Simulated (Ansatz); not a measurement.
Process, species as SMILES: CSC + H+ → C[SH+]C
B3LYP-D3(BJ)/def2-TZVP geometries, fixed; electronic energies without zero-point terms; positive where energy is released.

Basis-set convergence of the proton affinity at wB97M-V with Ansatz (a first-principles code). Cartesian d functions, on some or all atoms, in 6-31G*, 6-31+G*, 6-311G**, 6-311+G**; all else is spherical. The program fits the integrals of some runs and decomposes those of others, by size. The functional holds VV10 correlation; no added dispersion term, no relativity. Functions are those of the species that has most. Reference: the value in pcseg-4, 202.32 kcal/mol, itself unsure by roughly 0.06 kcal/mol (its mean distance from aug-pcseg-3, aug-cc-pV(Q+d)Z, cc-pV(5+d)Z). Deviations are taken from unrounded values.

```csv
basis,functions,proton affinity (kcal/mol)
6-31G*,63,198.57
6-31+G*,75,196.87
def2-SVP,81,199.65
def2-SVPD,123,198.88
pcseg-1,81,197.30
aug-pcseg-1,136,198.58
cc-pV(D+d)Z,86,201.14
aug-cc-pV(D+d)Z,141,200.49
6-311G**,105,199.01
6-311+G**,117,198.85
def2-TZVP,141,201.80
def2-TZVPD,183,201.62
pcseg-2,192,201.48
aug-pcseg-2,303,201.77
cc-pV(T+d)Z,197,202.33
aug-cc-pV(T+d)Z,308,202.00
def2-TZVPP,202,202.27
def2-TZVPPD,244,202.03
cc-pV(Q+d)Z,384,202.30
aug-cc-pV(Q+d)Z,571,202.18
def2-QZVPP,394,202.26
def2-QZVPPD,436,202.19
pcseg-3,415,202.34
aug-pcseg-3,602,202.32
```

What the diffuse functions change, pair by pair:
- 6-31G* to 6-31+G*: 12 more functions, deviation -3.75 to -5.45 kcal/mol
- def2-SVP to def2-SVPD: 42 more functions, deviation -2.68 to -3.44 kcal/mol
- pcseg-1 to aug-pcseg-1: 55 more functions, deviation -5.03 to -3.74 kcal/mol
- cc-pV(D+d)Z to aug-cc-pV(D+d)Z: 55 more functions, deviation -1.19 to -1.83 kcal/mol
- 6-311G** to 6-311+G**: 12 more functions, deviation -3.32 to -3.47 kcal/mol
- def2-TZVP to def2-TZVPD: 42 more functions, deviation -0.52 to -0.70 kcal/mol
- pcseg-2 to aug-pcseg-2: 111 more functions, deviation -0.85 to -0.56 kcal/mol
- cc-pV(T+d)Z to aug-cc-pV(T+d)Z: 111 more functions, deviation 0.01 to -0.32 kcal/mol
- def2-TZVPP to def2-TZVPPD: 42 more functions, deviation -0.06 to -0.29 kcal/mol
- cc-pV(Q+d)Z to aug-cc-pV(Q+d)Z: 187 more functions, deviation -0.03 to -0.15 kcal/mol
- def2-QZVPP to def2-QZVPPD: 42 more functions, deviation -0.06 to -0.13 kcal/mol
- pcseg-3 to aug-pcseg-3: 187 more functions, deviation 0.02 to 0.00 kcal/mol

They bring the value nearer the reference by more than 0.06 kcal/mol in 2 of 12 pairs.
